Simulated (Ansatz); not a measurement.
# AlSF (triplet): wave-function methods side by side, cc-pVDZ

How much of the correlation energy of AlSF (triplet) does each wave-function method recover here?

Computed with Ansatz 0.2.0, Gaussian basis. Level: cc-pVDZ, core rule «outside noble gas», up to 11 orbitals frozen.

The runs, in order: UHF; CCSD(T) on ROHF; CCSD(T) on UHF; BCCD(T) on ROHF; CISD; CCSDT(Q) on ROHF; CCSDT(Q) on UHF.

23 further runs of the same task are left out: 6 for a known fault of the program, 9 that didn't finish, 8 set aside as unsound or not needed.

### 1 What is computed

The geometry is a PBE0/def2-TZVP stationary point (not a proven minimum) of the parent state, kept for this charge and spin.

3 atoms, charge 0, spin multiplicity 3.

Atoms are counted from 1 here; the program's logs count them from 0.

Bond lengths: F1–Al2 1.631 Å, Al2–S3 1.996 Å. Angles: F1–Al2–S3 180.0°.

### 2 UHF

Contents of in.yaml:

```yaml
crystal:
  periodic: [false, false, false]
  atoms:
    - {symbol: F, position_ang: [0.000000, 0.000000, -1.752567]}
    - {symbol: Al, position_ang: [0.000000, 0.000000, -0.121767]}
    - {symbol: S, position_ang: [0.000000, 0.000000, 1.874333]}
basis:
  gaussian: {orbitals: cc-pVDZ}
magnetization: {spin_polarized: true, initial_magnetization: 2}
hamiltonian: {xc: hf}
output: {orbitals: {seedname: orbitals}}
```

Command:

```sh
> ansatz run in.yaml --threads 1 --pin off --events-out ev --progress --plain --max-ram 2393MiB
```

Further steps of the session: CCSD(T) on ROHF; CCSD(T) on UHF; BCCD(T) on ROHF; CISD; CCSDT(Q) on ROHF; CCSDT(Q) on UHF.

**Question.** What will the summary of the whole plan be? Wanted: UCCSDT(Q) from the RHF energy; RMP2 from UCCSDT(Q); UMP2 from UCCSDT(Q); RCCSD from UCCSDT(Q); RCCSD(T) from UCCSDT(Q); UCCSD(T) from UCCSDT(Q); RCCSDT(Q) from UCCSDT(Q); T1 diagnostic.

**Answer**, as computed:

| quantity | value |
| --- | --- |
| UCCSDT(Q) from the ROHF energy | -10.2167 eV |
| RMP2 from UCCSDT(Q) | +833.5 meV |
| UMP2 from UCCSDT(Q) | +852.3 meV |
| RCCSD from UCCSDT(Q) | +277.5 meV |
| RCCSD(T) from UCCSDT(Q) | +51.9 meV |
| UCCSD(T) from UCCSDT(Q) | +52.0 meV |
| RCCSDT(Q) from UCCSDT(Q) | +4.3 meV |
| levels within 1 kcal/mol (43 meV) | RCCSDT, UCCSDT, RCCSDT(Q) |
| T1 diagnostic | 0.020 |

What this shows: RCCSD(T) misses by +51.9 meV, 0.5 % of the correlation energy. These misses are within one basis, not against nature; the frozen cores of restricted and unrestricted runs differ, which can shift their rows.

With open shells the CI space here admits some triples and quadruples, so it is larger than plain CISD.
